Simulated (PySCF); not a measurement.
Compound: C₂H₈Al (charge -1).
SMILES with atom numbers: `[CH3:1][CH2:2][AlH3-:3]` (hydrogens: H4, H5, H6 on C1; H7, H8 on C2; H9, H10, H11 on Al3)

Method: PBE0-D3(BJ)/def2-SVP geometry optimisation, gas phase in PySCF 2.14.0.

(1) List the bond lengths and angles at this level.

Results:

(1) 
```
                    bond  length (Å)
                   C1–C2       1.526
                  C2–Al3       2.037
     C1–H4, C1–H5, C1–H6       1.107
            C2–H7, C2–H8       1.108
Al3–H9, Al3–H10, Al3–H11       1.654
```

Bonds in one row agree within 0.01 Å and their mean is given. A selection of angles:
```
     angle  degrees
  C2–C1–H4    114.7
  C2–C1–H5    111.2
  H4–C1–H5    106.6
  H5–C1–H6    105.9
 C1–C2–Al3    114.5
  C1–C2–H7    109.5
 Al3–C2–H7    108.7
  H7–C2–H8    105.1
 C2–Al3–H9    108.9
H9–Al3–H10    109.8
```

Al3 (aluminium bonded to C and 3 H) is tetrahedral (angles from 108.9° to 110.0°).

Point group: Cs (tolerance 0.08 Å). PBE0-D3(BJ)/def2-SVP frequencies: not computed here. The geometry's basis has no diffuse functions, a weakness for an anion.
